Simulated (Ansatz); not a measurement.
SiH₂Cl₂⁺, that is SiCl2H2 with one electron fewer. Charge 1, multiplicity 2. Geometry PBE-D4/def2-TZVP, that of the neutral singlet; atoms count from 1.

| atom | x (Å) | y (Å) | z (Å) |
| --- | --- | --- | --- |
| Si1 | 0.124 | 0.047 | -0.047 |
| Cl2 | -1.579 | -0.106 | -1.188 |
| Cl3 | -0.244 | -0.588 | 1.874 |
| H4 | 0.530 | 1.476 | 0.001 |
| H5 | 1.167 | -0.829 | -0.639 |

**Question.** Estimate the Mulliken populations from the PBE0/def2-TZVP orbitals of Ansatz.

**Answer.** 
```
atom  charge (e)  spin (α − β)
 Si1        0.42         -0.01
 Cl2        0.11          0.34
 Cl3        0.11          0.34
  H4        0.18          0.17
  H5        0.18          0.17
```
Mulliken values and Mayer orders depend strongly on the basis.

**Question.** Where does the spin sit?

**Answer.** Summed by element: Si -0.01, Cl 0.68, H 0.34, of 1 unpaired in all. Largest on single atoms: Cl2 0.34, Cl3 0.34, H4 0.17.

**Question.** And the Mayer bond orders between bonded heavy atoms (over 0.3)?

**Answer.** Si1–Cl2 1.25 (2.06 Å); Si1–Cl3 1.25 (2.06 Å).
